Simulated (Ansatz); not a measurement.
Input file:

```yaml
crystal:
  periodic: [false, false, false]
  atoms:
    - { symbol: B, position_ang: [0.0, 0.0, 0.0] }
    - { symbol: H, position_ang: [0.0, 0.0, 1.54] }
    - { symbol: H, position_ang: [1.0305, 0.0, -0.595] }
    - { symbol: C, position_ang: [-1.3856, 0.0, -0.8] }
    - { symbol: H, position_ang: [-1.9458, -0.9305, -0.5708] }
    - { symbol: H, position_ang: [-1.9898, 0.8797, -0.4946] }
    - { symbol: H, position_ang: [-1.1839, 0.0508, -1.8903] }
    - { symbol: F, position_ang: [0.0677, -1.5359, 0.5108] }
    - { symbol: H, position_ang: [0.0382, -0.8667, 1.4996] }
basis:
  gaussian: { orbitals: def2-SVP }
hamiltonian:
  xc: pbe
  dispersion: d4
relax:
  f_tol: 0.15
  max_steps: 25
  restrain:
    - { distance: [0, 7], at: 1.32, k: 30.0 }
    - { distance: [8, 1], at: 0.66, k: 30.0 }
    - { distance: [0, 1], at: 2.39, k: 30.0 }
    - { distance: [8, 7], at: 2.12, k: 30.0 }
output:
  orbitals: {}
```

Command:

```bash
$ ansatz run input.yaml --threads 1 --pin off --max-ram 2048MiB --backend cpu --events-out ev --progress --plain --runs-dir out
```

Hardware: 1 thread of Intel(R) Xeon(R) 6975P-C (Granite Rapids) (shared host).

Roughly how long does this run take, and how much memory?

8.7 s, with a peak of 0.15 GiB, for 8 ionic steps.
